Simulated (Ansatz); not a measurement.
in.yaml

```yaml
crystal:
  periodic: [false, false, false]
  atoms:
    - {symbol: Al, position_ang: [0.000000, 0.000000, -0.569167]}
    - {symbol: Ga, position_ang: [0.000000, 0.000000, -3.239667]}
    - {symbol: H, position_ang: [0.000000, 0.000000, 3.808833]}
basis:
  gaussian: {orbitals: 6-31G}
magnetization: {spin_polarized: false, initial_magnetization: 1}
correlation: {method: fci, electrons: outside_noble_gas}
```

```sh
$ ansatz run in.yaml --threads 1 --pin off --events-out ev --progress --plain --max-ram 2393MiB
```

Log:

```
714 factors; integrals over basis functions are off by at most 1.1e-7 eV
mean field evaluation 1: about -58914.3154 eV, gradient 1.2e1 eV
mean field evaluation 2: about -58914.3249 eV, gradient 1.2e1 eV
mean field evaluation 4: about -58914.9844 eV, gradient 9.3e0 eV
mean field evaluation 8: about -58916.7887 eV, gradient 1.8e0 eV
mean field evaluation 16: about -58916.8199 eV, gradient 1.9e-3 eV
mean field evaluation 32: about -58918.7676 eV, gradient 1.2e-3 eV
mean field evaluation 64: about -58919.1709 eV, gradient 6.8e-6 eV
mean field evaluation 96: about -58918.8226 eV, gradient 5.2e-1 eV
mean field evaluation 128: about -58916.8186 eV, gradient 1.8e-1 eV
mean field evaluation 160: about -58919.1242 eV, gradient 5.4e-1 eV
mean field evaluation 192: about -58919.1672 eV, gradient 6.9e-1 eV
mean field evaluation 224: about -58918.7526 eV, gradient 1.5e-1 eV
mean field -58919.17090666 eV, -2165.2395939715 hartree, gradient 6.8e-6 eV, S^2 0.750000; 15 other end points of the search recorded, 0 dependent functions left out
mean field evaluation 256: about -58919.8912 eV, gradient 5.3e-4 eV
determinant -58919.17090666 eV, -2165.2395939715 hartree, with singles and doubles -58921.22030111 eV, -2165.3149078283 hartree
determinant -58918.76756113 eV, -2165.2247712965 hartree, with singles and doubles -58921.34159029 eV, -2165.3193651233 hartree
determinant -58916.81985601 eV, -2165.1531944534 hartree, with singles and doubles -58920.98819489 eV, -2165.3063780818 hartree
determinant -58919.17090666 eV, -2165.2395939715 hartree, with singles and doubles -58921.22882831 eV, -2165.3152211971 hartree
determinant -58918.76756113 eV, -2165.2247712965 hartree, with singles and doubles -58921.34106900 eV, -2165.3193459664 hartree
determinant -58916.81985601 eV, -2165.1531944534 hartree, with singles and doubles -58920.99230592 eV, -2165.3065291595 hartree
determinant -58919.17090666 eV, -2165.2395939715 hartree, with singles and doubles -58921.24273187 eV, -2165.3157321436 hartree
determinant -58918.76756113 eV, -2165.2247712965 hartree, with singles and doubles -58921.34509845 eV, -2165.3194940460 hartree
determinant -58916.81985601 eV, -2165.1531944534 hartree, with singles and doubles -58921.59995398 eV, -2165.3288598139 hartree
unrestricted determinant -58919.89117940 eV, -2165.2660635065 hartree, S^2 1.8772
19 core orbitals not correlated: weight in the atoms' cores, before any rotation towards them, 0.999 or more for the frozen orbitals, at most 0.000 for the correlated occupied ones
reference -58919.17090666 eV, -2165.2395939715 hartree; 4, 3 occupied and 21, 22 virtual orbitals, 714 factors
state -58921.99724304 eV, -2165.3434599176 hartree
19 core orbitals not correlated: weight in the atoms' cores, before any rotation towards them, 0.999 or more for the frozen orbitals, at most 0.000 for the correlated occupied ones
state -58922.00059007 eV, -2165.3435829185 hartree
Total energy: -58922.00059007 eV, -2165.3435829185 hartree
```

Ran on 1 thread of Arm Neoverse V2, shared host: 5.9 min wall, 1.1 GiB peak host memory.
